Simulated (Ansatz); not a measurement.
We consider Bi2OS2 (P4/nmm, No. 129; cell taken from a computed entry), described by r²SCAN+SOC (Ansatz, a quantum-chemistry and plane-wave program, plane waves, PAW).

Numerical settings: plane-wave cutoff 560 eV, 8×8×2 k mesh (along the axes of the cell as run), Fermi–Dirac smearing 0.01 eV, PAW data made under PBE.

Cell (relaxed with PBEsol):

```
Bi2OS2
1.0
    3.93293     0.00000     0.00000
    0.00000     3.93293     0.00000
    0.00000     0.00000    13.86119
Bi S O
4 4 2
Cartesian
  0.00000   1.96646  12.03211
  1.96646   0.00000   1.82908
  1.96646   0.00000   8.19083
  0.00000   1.96646   5.67036
  1.96646   0.00000  12.41258
  0.00000   1.96646   1.44861
  0.00000   1.96646   9.51898
  1.96646   0.00000   4.34221
  0.00000   0.00000   6.93060
  1.96646   1.96646   6.93060
```

Problem. Predict the band gap and Γ–Γ gap.

Solution. 
- band gap: 0.64 eV (on the SCF k mesh)
- Γ–Γ gap: 2.46 eV

Note: cell and atoms aren't relaxed at this level (largest force component 0.14 eV/Å, pressure 2.0 GPa); the cell has widely spaced layers and the level no dispersion term, so their spacing and the moduli can rest on weak binding.

Computing time: very roughly 6 core-minutes.
